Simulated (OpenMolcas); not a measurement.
**One shape, several levels: C2H3N (SMILES C#CN)**

Aim: a comparison of 6 runs (HF/STO-3G, HF/3-21G, HF/aug-cc-pVDZ, B3LYP/6-31G*, PBE0/def2-SVP, RI-MP2/6-31G) of C2H3N. 

Program for the calculation: OpenMolcas 26.06.

8 further runs of the same task are left out: 8 set aside as unsound or not needed.

## (1) The system as given

C2H3N has 6 atoms, charge 0, and is taken as a singlet. SMILES: `C#CN`. The coordinates come from a PBE0-D4/def2-TZVP relaxation.

Bond lengths: C1–C2 1.202 Å, C2–N3 1.344 Å, C1–H4 1.063 Å, N3–H5 1.009 Å, N3–H6 1.009 Å. Angles: C1–C2–N3 177.2°, C2–C1–H4 179.7°, C2–N3–H5 115.0°, C2–N3–H6 115.0°, H5–N3–H6 112.2°.

## (2) Energy and gradient at HF/STO-3G (run 1)

The input, mol.inp:

```
&GATEWAY
BASLIB = $CurrDir
COORD
6
angstrom
C       -1.168700      -0.477700      -0.707000
C       -0.183100      -0.153000      -0.100700
N        0.923600       0.147300       0.599600
H       -2.040400      -0.760400      -1.244800
H        1.728200       0.390500       0.041600
H        0.782500       0.789200       1.365100
BASIS = STO-3G
GROUP = NoSym
&SEWARD
&SCF
THRESHOLDS = 1e-10 1e-07 1e-07 1e-05
PRORBITALS = 1 2
&ALASKA
```

The basis set STO-3G is read from a file made from the Basis Set Exchange's data (not shown).

Run with:

```bash
$ export MOLCAS_MEM=1860
$ pymolcas mol.inp > mol.log
```

The log of the run:

```text
--- Start Module: gateway ---
[...]
--- Stop Module: gateway /rc=_RC_ALL_IS_WELL_ ---
[...]
      Basis functions           18
[...]
--- Start Module: scf ---
[...]
       Convergence after  12 Iterations
[...]
::    Total SCF energy                               -130.1698522186
[...]
      Total spin, S                                     0.0000000000
[...]
      Total electronic charge=   22.000000
      Total            charge=   -0.000000
[...]
      Dipole Moment (debye):
      Origin of the operator (angstrom)=   -0.0686   -0.1239   -0.0276
                   X=  5.9956E-01               Y=  1.3940E+00               Z=  8.4110E-03           Total=  1.5175E+00
      Quadrupole Moment (debye*angstrom):
[...]
--- Stop Module: scf /rc=_RC_ALL_IS_WELL_ ---
--- Start Module: alaska ---
[...]
 *              Molecular gradients               *
 **************************************************
  Irreducible representation: a
 ------------------------------------------------------------------------------------------
                              X                       Y                       Z
 ------------------------------------------------------------------------------------------
  C1               -7.17827950087084E-02   -2.39987697515862E-02   -4.40334313433368E-02
  C2                1.15954135459533E-01    3.62812254043672E-02    7.19050926928273E-02
  N3               -3.10056845804656E-02    6.60195471128017E-03   -2.41727301053487E-02
  H4               -5.23187529365643E-04   -3.44222850852560E-04   -2.79144164340162E-04
  H5               -1.35552893454656E-02   -6.22726915591210E-03    8.40924373095486E-03
  H6                9.12821004513925E-04   -1.23129183572979E-02   -1.18290308107634E-02
 ------------------------------------------------------------------------------------------
--- Stop Module: alaska /rc=_RC_ALL_IS_WELL_ ---
[...]
```

Run time: 1.6 s. Hardware: 1 thread of Arm Neoverse V2, shared host; peak memory 0.37 GiB.

## (3) Energy and forces at HF/3-21G (run 2)

The input, struct.xyz:

```xyz
6

C     -1.168700    -0.477700    -0.707000
C     -0.183100    -0.153000    -0.100700
N      0.923600     0.147300     0.599600
H     -2.040400    -0.760400    -1.244800
H      1.728200     0.390500     0.041600
H      0.782500     0.789200     1.365100
```

The input, mol.input:

```
&GATEWAY
 BasLib = $CurrDir
 Coord = struct.xyz
 Basis = 3-21G
 Group = NoSym

&SEWARD

&SCF
 Thresholds = 1e-10 1e-07 1e-07 1e-05
 PrOrbitals = 1

&ALASKA
```

The basis set 3-21G is read from a file made from the Basis Set Exchange's data (not shown).

Run with:

```bash
$ export MOLCAS_MEM=1860
$ pymolcas mol.input > mol.log
```

The log of the run:

```text
--- Start Module: gateway ---
[...]
--- Stop Module: gateway /rc=_RC_ALL_IS_WELL_ ---
[...]
      Basis functions           33
[...]
--- Start Module: scf ---
[...]
       Convergence after  14 Iterations
[...]
::    Total SCF energy                               -131.1203286039
[...]
      Total spin, S                                     0.0000000000
[...]
      Total electronic charge=   22.000000
      Total            charge=   -0.000000
[...]
      Dipole Moment (debye):
      Origin of the operator (angstrom)=   -0.0686   -0.1239   -0.0276
                   X=  8.9013E-01               Y=  1.7189E+00               Z=  1.1806E-01           Total=  1.9393E+00
      Quadrupole Moment (debye*angstrom):
[...]
--- Stop Module: scf /rc=_RC_ALL_IS_WELL_ ---
--- Start Module: alaska ---
[...]
 *              Molecular gradients               *
 **************************************************
  Irreducible representation: a
 ------------------------------------------------------------------------------------------
                              X                       Y                       Z
 ------------------------------------------------------------------------------------------
  C1               -1.44871161759035E-02   -7.86281518834731E-03   -7.95310796040472E-03
  C2                2.84442911805214E-02    1.93201965574801E-02    1.44831637192424E-02
  N3               -2.44057199783843E-03   -2.13274100629373E-02    4.66237865093078E-03
  H4               -9.22599314928396E-03   -2.89275433897274E-03   -5.73238543074317E-03
  H5                3.74362493627878E-04    5.73585094776830E-03   -4.86003329197149E-03
  H6               -2.66497235112861E-03    7.02693208500316E-03   -6.00015687037381E-04
 ------------------------------------------------------------------------------------------
--- Stop Module: alaska /rc=_RC_ALL_IS_WELL_ ---
[...]
```

Wall time 1.7 s (1 thread of Arm Neoverse V2, shared host); peak memory 0.37 GiB.

Runs 3 to 5 aren't shown in full; the table further down has their settings and results.

## (4) Energy and forces at RI-MP2/6-31G (RICD fitting) (run 6)

The input, mol.input:

```
&GATEWAY
  Coord
  6
  angstrom
  C       -1.168700      -0.477700      -0.707000
  C       -0.183100      -0.153000      -0.100700
  N        0.923600       0.147300       0.599600
  H       -2.040400      -0.760400      -1.244800
  H        1.728200       0.390500       0.041600
  H        0.782500       0.789200       1.365100
  Basis
  6-31G
  Group
  NoSym
  RICD
  aCD

&SEWARD

&SCF
  Iterations
  97
  NoDamp
  PrOrbitals
  1

&MBPT2
  Frozen
  3
  Grdt

&ALASKA
```

Run with:

```bash
$ export MOLCAS_MEM=1860
$ pymolcas mol.input > mol.log
```

The log of the run:

```text
--- Start Module: gateway ---
[...]
--- Stop Module: gateway /rc=_RC_ALL_IS_WELL_ ---
[...]
      Basis functions           33
[...]
       Convergence after  12 Iterations
[...]
::    Total SCF energy                               -131.7942571808
[...]
      Total spin, S                                     0.0000000000
[...]
      Total electronic charge=   22.000000
      Total            charge=   -0.000000
[...]
--- Start Module: mbpt2 ---
[...]
WARNING!
Default frozen orbitals as non valence orbitals is overwritten by user input.
Default values:   3
[...]
       Reference weight ( Cref**2 )         =        0.89428
::    Total MBPT2 energy                             -132.0773019294
[...]
      Dipole Moment (debye):
      Origin of the operator (angstrom)=   -0.0686   -0.1239   -0.0276
                   X=  8.4050E-01               Y=  1.7028E+00               Z=  8.7467E-02           Total=  1.9009E+00
      Quadrupole Moment (debye*angstrom):
[...]
--- Stop Module: mbpt2 /rc=_RC_ALL_IS_WELL_ ---
--- Start Module: alaska ---
[...]
 *              Molecular gradients               *
 **************************************************
  Irreducible representation: a
 ------------------------------------------------------------------------------------------
                              X                       Y                       Z
 ------------------------------------------------------------------------------------------
  C1                4.70967823509270E-02    1.76742320702195E-02    2.83261245992552E-02
  C2               -1.70373648867015E-02   -4.81106001313458E-03   -1.07167220231865E-02
  N3               -2.25157589021912E-02   -1.48899590934284E-02   -1.16268678834910E-02
  H4                2.96964527933108E-03    2.04466747778631E-04    2.05729371220076E-03
  H5               -8.12640862754188E-03    2.11612762126046E-03   -7.28568391683559E-06
  H6               -2.38689521383273E-03   -2.93807332693685E-04   -8.03254272085940E-03
 ------------------------------------------------------------------------------------------
--- Stop Module: alaska /rc=_RC_ALL_IS_WELL_ ---
[...]
```

Run time: 2 s. Hardware: 1 thread of Arm Neoverse V2, shared host; peak memory 0.22 GiB.

## (5) Overview of the runs

```
run                               level  Cartesian functions  integration grid  energy (Eh)  dipole moment (D) of the reference  HOMO energy (eV)  LUMO energy (eV)  wall time
  1                           HF/STO-3G                   no                 –  -130.169852                                1.52             -7.33             10.83      1.6 s
  2                            HF/3-21G                   no                 –  -131.120329                                1.94             -9.11              6.33      1.7 s
  3                      HF/aug-cc-pVDZ                   no                 –  -131.870614                                1.73             -9.40              0.80        9 s
  4  B3LYP/6-31G* (Cartesian functions)                  yes         UltraFine  -132.677648                                1.87             -5.81              1.76       12 s
  5                       PBE0/def2-SVP                   no         UltraFine  -132.427169                                1.96             -6.33              1.60       12 s
  6         RI-MP2/6-31G (RICD fitting)                   no                 –  -132.077302                                1.93             -9.13              5.77        2 s
```

## (6) Outcome

```
                                          quantity          value
                               run 6: total energy  -132.07730 Eh
         run 6: dipole moment (mean-field density)         1.93 D
        run 6: HOMO energy (Hartree–Fock orbitals)       -9.13 eV
        run 6: LUMO energy (Hartree–Fock orbitals)        5.77 eV
      run 6: HOMO–LUMO gap (Hartree–Fock orbitals)       14.90 eV
run 6: correlation energy (3 core orbitals frozen)     -283.0 mEh
                   run 6: largest force on an atom     2.969 eV/Å
```

Over runs 1, 2, 3, 4, 5 the dipole moment (its size) runs from 1.52 D (HF/STO-3G) to 1.96 D (PBE0/def2-SVP). The two ends differ in method and basis. Over runs 1, 2, 3, 4, 5 the HOMO–LUMO gap runs from 7.57 eV (B3LYP/6-31G*) to 18.15 eV (HF/STO-3G). Totals of different functionals can't be ranked against each other. In run 1 the basis is minimal, so the values are rough. All runs together took 39 s, the longest 12 s.
